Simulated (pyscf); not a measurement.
PySCF, gas phase, ωB97X-D3(BJ)/def2-SVP geometries. MP2 and CC: frozen core, UHF for open shells. ΔMP2 is the change of the MP2 total energy from the triple- to the quadruple-zeta basis.

Q: What is the homolytic dissociation enthalpy (298 K, CCSD(T)/def2-TZVPP + ΔMP2(QZVPP)) of the C–O bond of `[OH][C]1=[CH][CH2]1`, to OH• + cyclic C₃H₃ (SMILES [C]1=CC1) [doublet]?

A: C–O to OH• + cyclic C₃H₃ (SMILES [C]1=CC1) [doublet]: 4.59 eV. The radicals are drawn with the spin at the cut bond; how far it spreads was not checked. cyclic C₃H₄O (SMILES OC1=CC1) lies 1.92 eV over its isomer H₃C–CH=C=O (electronic energy, ωB97M-D3(BJ)). cyclic C₃H₃ (SMILES [C]1=CC1) [doublet] lies 1.74 eV over its isomer HC≡C–CH₂• (electronic energy, ωB97M-D3(BJ)). The CCSD(T) − MP2 part came from Ansatz, without density fitting, on the same reference. A UHF reference is spin-contaminated (<S²> up to 0.92), which harms MP2 most. Left out: the spin-orbit lowering of OH.
